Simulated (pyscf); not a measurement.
Single points on ωB97X-D3(BJ)/def2-SVP structures (PySCF, gas phase). MP2 and CC: frozen core, UHF for open shells. ΔMP2 is the change of the MP2 total energy from the triple- to the quadruple-zeta basis.

Task: Estimate the classical barrier height and the reaction energy of HO–PH₂ + silylene (SiH₂) [singlet] → HO–SiH₂–PH₂ at CCSD(T)/def2-TZVPP + ΔMP2(QZVPP). The step runs on the singlet surface, breaks O–P and forms P–Si, O–Si; take the separated reactants as zero.

Result: ΔE‡ = -0.21 eV, ΔE = -3.72 eV. Zero-point energy shifts the barrier by +0.11 eV. It is an insertion, with an imaginary mode of 475i cm⁻¹. On the reactant side the descent ends in an adduct with a O–Si contact, 0.86 eV under the separated species and 0.47 eV under the saddle at ωB97X-D3(BJ)/def2-TZVP. At CCSD(T) the saddle lies under the separated reactants, which points to a path from their complex (located at ωB97X-D3(BJ) alone). What is counted as formed (O–Si) is already present as a longer contact in the reactant adduct; forming that adduct is a step of its own. At ωB97X-D3(BJ) the barrier from the zero used here is -0.39 eV. One saddle was located; it need not be the lowest between these sides. The CCSD(T) − MP2 part came from Ansatz, without density fitting, on the same reference.
